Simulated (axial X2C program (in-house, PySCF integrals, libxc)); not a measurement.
**Potential curves of AlC⁺, two-component**

Computed with an in-house all-electron X2C program for linear molecules (integrals from PySCF). Two-component (2c) means X2C with spin–orbit coupling and atomic mean-field two-electron Coulomb and Gaunt terms. Basis: Al dyall-v3z [8s8p2d1f], C dyall-v3z [7s6p2d1f] (cores contracted in-house); Gaussian nuclei, density fitting, unrestricted open shells. Masses: Al 26.982 u, C 12.000 u.

State: Ω = 1 (⟨Sz⟩ = 1.00, ⟨Lz⟩ = 0.00 at PW91). Energies in eV from the fragments at the same level (Al+ + C). Fits are polynomials in 1 − R0/R over 0.85 to 1.23 times the lowest point R0.

```csv
R (Å),PW91,HF,CCSD
1.7000,-0.5607,-0.0372,
1.7781,-0.9138,-0.3262,-0.1266
1.8368,-1.0659,-0.4220,-0.2635
1.8954,-1.1462,-0.4424,-0.3304
1.9540,-1.1730,-0.4089,-0.3483
2.0224,-1.1556,-0.3266,-0.3302
2.0908,-1.1024,-0.2226,-0.2909
2.1787,-1.0026,-0.0918,-0.2340
2.2862,-0.8583,0.0261,
2.4425,-0.6468,,
```

Correlated methods: 6 electrons correlated (number of frozen shells: Al 2 s, 1 p; C 1 s), 148 virtual spin orbitals or spinors in MP2, 77 natural virtuals in coupled cluster.

The state is a single determinant with fixed occupations, the lowest that a limited PBE0 search found. Dissociation energies refer to the lowest single-determinant-based atoms at the same level and basis. Density functionals use the spin component along the axis (collinear). CCSD ran in a truncated set of natural virtual spinors with an MP2 remainder; without triples it tends to underbind. In 2c an atomic determinant is not the ground J level, so De misses part of the atomic spin–orbit lowering. This holds for PW91, CCSD. The functionals have no current-density term, which raises determinants with orbital currents, atoms included. With several unpaired electrons one determinant need not be a pure state. Open-shell Ω = 0 determinants with evenly filled partner blocks cannot be reached by this program, so the Ω shown need not be the lowest component. This is the Ω = 1 component of a π² triplet; the 0⁺ component is not one determinant and can lie lowest. The determinant is spin-polarised beyond a pure state at some levels (its spin-free form has ⟨S²⟩ too high), which makes Re and μ there less reliable. The T1 diagnostic is large, a sign of multireference character. The stretched end of a curve changes character and is left out. Coupled cluster ran on the points near the minimum only. MP2 and coupled cluster on one determinant become unreliable at the stretched end.

What are Re, ωe and De at the PW91 level?

At PW91, 2c: Re = 1.962 Å, ωe ≈ 596 cm⁻¹, De = 1.17 eV to Al+ + C; Be follows as 0.527 cm⁻¹.

What are Re, ωe and De at the HF level?

At HF, 2c: Re = 1.885 Å, ωe ≈ 740 cm⁻¹, De = 0.44 eV to Al+ + C; Be follows as 0.571 cm⁻¹.

What are Re, ωe and De at the CCSD level?

At CCSD, 2c: Re = 1.953 Å, ωe ≈ 549 cm⁻¹, De = 0.35 eV to Al+ + C; Be follows as 0.532 cm⁻¹.
